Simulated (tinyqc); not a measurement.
Worked calculation: G0W0 on RHF in the sto-3g basis, for BH2+, spin multiplicity 1. One step of it, computed by the program tinyqc.

Task: Screening: direct RPA. With D = e_a - e_i and K = (ia|jb): diagonalise D^(1/2) (D + 4K) D^(1/2) = Z w^2 Z^T; X + Y = D^(1/2) Z w^(-1/2), each column of Z with its largest component positive (the first on a tie); E_c = (sum w - tr (D + 2K)) / 2.

orbital energies (hartree): MO1 -7.960415, MO2 -1.017778, MO3 -0.900015, MO4 -0.222660, MO5 -0.186428, MO6 0.240128, MO7 0.483219

Two-electron integrals over orbitals (pq|rs), unique and non-zero (hartree):
```
(11|11) 2.890902    (21|11) -0.261092   (21|21) 0.037309    (22|11) 0.629024
(22|21) -0.008971   (22|22) 0.478234    (31|31) 0.009473    (32|31) 0.016712
(32|32) 0.151665    (33|11) 0.582088    (33|21) -0.004103   (33|22) 0.479071
(33|33) 0.503094    (41|11) 0.106736    (41|21) -0.013250   (41|22) 0.010822
(41|33) 0.005280    (41|41) 0.024273    (42|11) -0.048499   (42|21) 0.005180
(42|22) 0.020959    (42|33) 0.014416    (42|41) 0.017349    (42|42) 0.071118
(43|31) -0.001604   (43|32) 0.016404    (43|43) 0.026106    (44|11) 0.724221
(44|21) -0.011671   (44|22) 0.459235    (44|33) 0.445742    (44|41) -0.010963
(44|42) -0.060347   (44|44) 0.592860    (51|51) 0.021694    (52|51) 0.022127
(52|52) 0.075596    (53|53) 0.020686    (54|51) -0.008984   (54|52) -0.023961
(54|54) 0.038378    (55|11) 0.742005    (55|21) -0.009946   (55|22) 0.477526
(55|33) 0.453007    (55|41) 0.003653    (55|42) -0.024117   (55|44) 0.516676
(55|55) 0.586773    (61|11) -0.216763   (61|21) 0.032585    (61|22) -0.004455
(61|33) -0.002446   (61|41) -0.003842   (61|42) 0.011172    (61|44) -0.013336
(61|55) -0.005788   (61|61) 0.031667    (62|11) 0.188930    (62|21) -0.007704
(62|22) 0.035376    (62|33) 0.000985    (62|41) 0.010709    (62|42) 0.000333
(62|44) 0.069179    (62|55) 0.093222    (62|61) -0.002348   (62|62) 0.086086
(63|31) -0.000328   (63|32) -0.076511   (63|43) -0.017795   (63|63) 0.080094
(64|11) 0.059896    (64|21) 0.000764    (64|22) 0.022223    (64|33) 0.004676
(64|41) 0.011287    (64|42) 0.025291    (64|44) 0.016849    (64|55) 0.025463
(64|61) 0.005595    (64|62) 0.041293    (64|64) 0.033873    (65|51) 0.018768
(65|52) 0.056100    (65|54) -0.011377   (65|65) 0.048780    (66|11) 0.605075
(66|21) -0.007660   (66|22) 0.480831    (66|33) 0.482549    (66|41) 0.019471
(66|42) 0.052994    (66|44) 0.425158    (66|55) 0.454325    (66|61) 0.000532
(66|62) 0.013959    (66|64) 0.025373    (66|66) 0.526099    (71|31) 0.015260
(71|32) 0.023152    (71|43) -0.003207   (71|63) 0.000318    (71|71) 0.024821
(72|31) 0.007393    (72|32) -0.019736   (72|43) -0.024159   (72|63) 0.051971
(72|71) 0.011495    (72|72) 0.052951    (73|11) 0.221021    (73|21) -0.006894
(73|22) 0.038795    (73|33) 0.026609    (73|41) -0.001453   (73|42) -0.040867
(73|44) 0.103525    (73|55) 0.102067    (73|61) -0.006567   (73|62) 0.071791
(73|64) 0.021220    (73|66) -0.007151   (73|73) 0.103076    (74|31) -0.007653
(74|32) -0.057422   (74|43) 0.011298    (74|63) 0.031958    (74|71) -0.011587
(74|72) 0.001895    (74|74) 0.042745    (75|53) 0.016899    (75|75) 0.018501
(76|31) 0.011777    (76|32) 0.127975    (76|43) 0.025728    (76|63) -0.088784
(76|71) 0.016357    (76|72) -0.044892   (76|74) -0.047775   (76|76) 0.135859
(77|11) 0.686419    (77|21) -0.010691   (77|22) 0.482959    (77|33) 0.506163
(77|41) 0.002727    (77|42) -0.001447   (77|44) 0.478568    (77|55) 0.474756
(77|61) -0.009098   (77|62) 0.003422    (77|64) -0.001451   (77|66) 0.496369
(77|73) 0.036334    (77|77) 0.541354
```

Give: D^(1/2) (D + 4K) D^(1/2); excitation energies w; X + Y; RPA correlation energy.

Result:

D^(1/2) (D + 4K) D^(1/2) (hartree^2), lower triangle:
```
         1>4      1>5      1>6      1>7      2>4     2>5     2>6      2>7
1>4  60.6241
1>5   0.0000  61.1095
1>6  -0.1224   0.0000  68.2877
1>7   0.0000   0.0000   0.0000  72.1333
2>4   0.1721   0.0000   0.1141   0.0000   0.8584
2>5   0.0000   0.2250   0.0000   0.0000   0.0000  0.9425
2>6   0.1336   0.0000  -0.0302   0.0000   0.0013  0.0000  2.0155
2>7   0.0000   0.0000   0.0000   0.1637   0.0000  0.0000  0.0000   2.5709
3>4   0.0000   0.0000   0.0000  -0.0307   0.0000  0.0000  0.0000  -0.0974
3>5   0.0000   0.0000   0.0000   0.0000   0.0000  0.0000  0.0000   0.0000
3>6   0.0000   0.0000   0.0000   0.0039   0.0000  0.0000  0.0000   0.2720
3>7  -0.0190   0.0000  -0.0885   0.0000  -0.1714  0.0000  0.3788   0.0000

         3>4     3>5     3>6     3>7
3>4   0.5295
3>5   0.0000  0.5683
3>6  -0.0626  0.0000  1.6652
3>7   0.0000  0.0000  0.0000  2.4836
```

excitation energies w (hartree): 0.7230  0.7538  0.9156  0.9704  1.2613  1.3458  1.6284  1.6452  7.7861  7.8173  8.2638  8.4932

X + Y:
```
          1       2        3        4        5        6        7        8
1>4  0.0000  0.0000  -0.0080   0.0000   0.0000  -0.0057   0.0000  -0.0012
1>5  0.0000  0.0000   0.0000  -0.0106   0.0000   0.0000   0.0000   0.0000
1>6  0.0000  0.0000  -0.0047   0.0000   0.0000  -0.0009   0.0000   0.0034
1>7  0.0011  0.0000   0.0000   0.0000   0.0014   0.0000  -0.0052   0.0000
2>4  0.0000  0.0000   0.9254   0.0000   0.0000   0.0659   0.0000  -0.0561
2>5  0.0000  0.0000   0.0000   0.9256   0.0000   0.0000   0.0000   0.0000
2>6  0.0000  0.0000  -0.0432   0.0000   0.0000   0.8481   0.0000   0.4186
2>7  0.0598  0.0000   0.0000   0.0000  -0.2949   0.0000   0.9235   0.0000
3>4  0.9661  0.0000   0.0000   0.0000  -0.0234   0.0000  -0.0336   0.0000
3>5  0.0000  0.9729   0.0000   0.0000   0.0000   0.0000   0.0000   0.0000
3>6  0.0562  0.0000   0.0000   0.0000   0.9149   0.0000   0.2246   0.0000
3>7  0.0000  0.0000   0.1375   0.0000   0.0000  -0.4789   0.0000   0.8016

           9      10       11       12
1>4   0.9968  0.0000  -0.0154   0.0000
1>5   0.0000  0.9972   0.0000   0.0000
1>6   0.0164  0.0000   0.9960   0.0000
1>7   0.0000  0.0000   0.0000   0.9971
2>4   0.0009  0.0000   0.0005   0.0000
2>5   0.0000  0.0012   0.0000   0.0000
2>6   0.0009  0.0000  -0.0002   0.0000
2>7   0.0000  0.0000   0.0000   0.0010
3>4   0.0000  0.0000   0.0000  -0.0001
3>5   0.0000  0.0000   0.0000   0.0000
3>6   0.0000  0.0000   0.0000   0.0000
3>7  -0.0001  0.0000  -0.0006   0.0000
```

RPA correlation energy = -0.044025 hartree
